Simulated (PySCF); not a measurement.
**One shape, several levels: C2H3NO2 (SMILES [H]/N=C\OC=O)**

Aim: a comparison of 6 runs (HF/STO-3G, HF/cc-pVDZ, B3LYP/6-31G*, MP2/def2-SVPD, MP2/aug-cc-pVDZ, CCSD(T)/def2-SVPD) of C2H3NO2. 

The results are computed with PySCF 2.14.0.

## Step 1: The structure to begin with

The species is C2H3NO2 (8 atoms), meant as a singlet with charge 0. SMILES: `[H]/N=C\OC=O`. The coordinates come from a GFN2-xTB relaxation. This is one conformer, not always the lowest.

Bond lengths: N1–C2 1.236 Å, C2–O3 1.391 Å, O3–C4 1.334 Å, C4–O5 1.192 Å, N1–H6 1.017 Å, C2–H7 1.085 Å, C4–H8 1.104 Å. Angles: N1–C2–O3 130.9°, C2–O3–C4 122.4°, O3–C4–O5 127.7°, N1–C2–H7 120.7°, O3–C2–H7 108.4°, C2–N1–H6 117.3°, O3–C4–H8 108.0°, O5–C4–H8 124.3°.

## Step 2: Energy and forces at HF/STO-3G (run 1)

The input, calc.py:

```python
from pyscf import gto, scf

system = gto.M(
    atom='''
N      0.158690     1.123340     1.223100
C      0.882580     0.610870     0.362260
O      0.604450    -0.339160    -0.615120
C     -0.607950    -0.873620    -0.767230
O     -1.592880    -0.638620    -0.137850
H     -0.813140     0.824820     1.253400
H      1.928300     0.889590     0.281250
H     -0.560040    -1.597210    -1.599810
''',
    verbose=4,
    charge=0,
    basis='sto-3g',
    max_memory=1860,
)

hf = scf.RHF(system)
hf.conv_tol = 1e-10
hf.kernel()
if not hf.converged:
    hf = hf.newton().run(hf.mo_coeff, hf.mo_occ)

e_tot = hf.e_tot
print('Final energy', e_tot)
grad = hf.nuc_grad_method().kernel()
hf.analyze()
```

Command:

```
$ OMP_NUM_THREADS=1 python calc.py
```

Log:

```text
PySCF version 2.14.0

[... 66 lines left out ...]
converged SCF energy = -277.907505115724
[... 16 lines left out ...]
Two-electron Energy =                  268.349000685035833
[... 6 lines left out ...]
MO #3   energy= -15.3419786289108  occ= 2
[... 4 lines left out ...]
MO #8   energy= -1.17737815187403  occ= 2
[... 4 lines left out ...]
MO #13  energy= -0.598900846810688 occ= 2
[... 4 lines left out ...]
MO #18  energy= -0.349907282659388 occ= 2
[... 4 lines left out ...]
MO #23  energy= 0.595868947722399  occ= 0
[... 4 lines left out ...]
MO #28  energy= 1.0620811855118    occ= 0
[... 39 lines left out ...]
Dipole moment(X, Y, Z, Debye):  0.41473, -1.09707, -1.39095
```

Wall time 1.5 s (1 thread of Intel Xeon at 2.70GHz, shared host); peak memory 0.12 GiB.

## Step 3: Energy and gradient at HF/cc-pVDZ (run 2)

The input, run.py:

```python
# N=COC=O
import pyscf.grad
from pyscf import gto, scf

mol = gto.M(
    atom='''
N      0.158690     1.123340     1.223100
C      0.882580     0.610870     0.362260
O      0.604450    -0.339160    -0.615120
C     -0.607950    -0.873620    -0.767230
O     -1.592880    -0.638620    -0.137850
H     -0.813140     0.824820     1.253400
H      1.928300     0.889590     0.281250
H     -0.560040    -1.597210    -1.599810
''',
    max_memory=1860,
    spin=0,
    verbose=4,
    basis='cc-pvdz',
)

myscf = scf.RHF(mol)
myscf.conv_tol = 1e-10
myscf.kernel()
if not myscf.converged:
    myscf = myscf.newton().run(myscf.mo_coeff, myscf.mo_occ)

e_final = myscf.e_tot
print('E = %.10f Eh' % e_final)
grad = myscf.Gradients().kernel()
myscf.analyze()
```

Command:

```
$ OMP_NUM_THREADS=1 python run.py
```

Log:

```text
PySCF version 2.14.0

[... 82 lines left out ...]
One-electron Energy =                 -716.587239290516209
[... 12 lines left out ...]
MO #8   energy= -1.22726073864769  occ= 2
[... 10 lines left out ...]
MO #19  energy= -0.434430503764212 occ= 2
[... 10 lines left out ...]
MO #30  energy= 0.670941476046929  occ= 0
[... 10 lines left out ...]
MO #41  energy= 1.06549965018137   occ= 0
[... 10 lines left out ...]
MO #52  energy= 1.5470631237003    occ= 0
[... 10 lines left out ...]
MO #63  energy= 2.03546618435801   occ= 0
[... 10 lines left out ...]
MO #74  energy= 2.94569938201987   occ= 0
[... 10 lines left out ...]
MO #85  energy= 4.005769205818     occ= 0
[... 96 lines left out ...]
Dipole moment(X, Y, Z, Debye):  1.26251, -1.30883, -1.94480
```

Wall time 8.7 s (1 thread of Intel Xeon at 2.70GHz, shared host); peak memory 0.17 GiB.

Runs 3 to 5 aren't shown in full; the table further down has their settings and results.

## Step 4: A single-point energy at CCSD(T)/def2-SVPD (run 6)

The input, run.py:

```python
from pyscf import gto, scf, cc

molecule = gto.M(
    atom='''
N        0.158690       1.123340       1.223100
C        0.882580       0.610870       0.362260
O        0.604450      -0.339160      -0.615120
C       -0.607950      -0.873620      -0.767230
O       -1.592880      -0.638620      -0.137850
H       -0.813140       0.824820       1.253400
H        1.928300       0.889590       0.281250
H       -0.560040      -1.597210      -1.599810
''',
    charge=0,
    spin=0,
    verbose=3,
    basis='def2-svpd',
    max_memory=1860,
)

hf = scf.RHF(molecule)
hf.conv_tol = 1e-10
hf.kernel()
if not hf.converged:
    hf = hf.newton().run(hf.mo_coeff, hf.mo_occ)

mycc = cc.CCSD(hf, frozen=5)
mycc.kernel()
e_t = mycc.ccsd_t()
energy = mycc.e_tot + e_t
print('Final energy', energy)
dip = hf.dip_moment()
pop, q = hf.mulliken_pop()
```

Command:

```
$ OMP_NUM_THREADS=1 python run.py
```

Log:

```text
converged SCF energy = -281.439600390925
[... 2 lines left out ...]
Final energy -282.3073122990241
Dipole moment(X, Y, Z, Debye):  1.39653, -1.37045, -2.06604
[... 139 lines left out ...]
charge of    7H =     -0.10148
```

Wall time 3.2 min (1 thread of Intel Xeon at 2.70GHz, shared host); peak memory 2.2 GiB.

## Step 5: The series

```
run                               level  Cartesian functions  integration grid  energy (Eh)  dipole moment (D) of the reference  HOMO energy (eV)  LUMO energy (eV)  wall time
  1                           HF/STO-3G                   no                 –  -277.907505                                1.82             -9.42              7.18      1.5 s
  2                          HF/cc-pVDZ                   no                 –  -281.663821                                2.66            -11.82              3.73      8.7 s
  3  B3LYP/6-31G* (Cartesian functions)                  yes                 5  -283.190893                                2.23             -7.49             -0.98       32 s
  4                       MP2/def2-SVPD                   no                 –  -282.253829                                2.85            -12.07              2.34       41 s
  5                     MP2/aug-cc-pVDZ                   no                 –  -282.503614                                2.87            -11.99              0.85       65 s
  6                   CCSD(T)/def2-SVPD                   no                 –  -282.307312                                2.85            -12.07              2.34    3.2 min
```

## Step 6: What came out

| quantity | value |
| --- | --- |
| run 6: total energy | -282.30731 Eh |
| run 6: dipole moment (Hartree–Fock density) | 2.85 D |
| run 6: HOMO energy (Hartree–Fock orbitals) | -12.07 eV |
| run 6: LUMO energy (Hartree–Fock orbitals) | 2.34 eV |
| run 6: HOMO–LUMO gap (Hartree–Fock orbitals) | 14.41 eV |
| run 6: correlation energy (5 core orbitals frozen) | -867.7 mEh |
| run 6: (T) correction | -32.20 mEh |
| run 6: T1 diagnostic | 0.017 |

In words: Over runs 1, 2, 3 the dipole moment (its size) runs from 1.82 D (HF/STO-3G) to 2.66 D (HF/cc-pVDZ). Over runs 1, 2, 3 the HOMO–LUMO gap runs from 6.51 eV (B3LYP/6-31G*) to 16.60 eV (HF/STO-3G). The two ends differ in method and basis. In run 1 the basis is minimal, so the values are rough. All runs together took 5.7 min, the longest 3.2 min.
